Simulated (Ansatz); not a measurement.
Two shapes of singlet H2O.

Shape 1:

```xyz
3

O    -0.0173   -0.0309   -0.1549
H    -0.0443    0.7473    0.5008
H     0.0490   -0.7606    0.4864
```

Shape 2:

```xyz
3

O    -0.0049    0.0052   -0.1127
H     0.0059    0.7462    0.4772
H     0.0027   -0.7638    0.4794
```

Basis set: STO-3G (spherical functions). Frozen core: 1 orbital. Charge 0, multiplicity 1.

Computed with Ansatz (development build ahead of 0.2.0); each method stands on the lowest determinant of its kind that the runs found.

Problem. Which shape is lower in energy, and by how much in each method?

Solution.

```json
{"method": "RHF", "E(2) − E(1) (eV)": "0.044"}
{"method": "RHF-MP2", "E(2) − E(1) (eV)": "0.155"}
```

Shape 1 is lower.
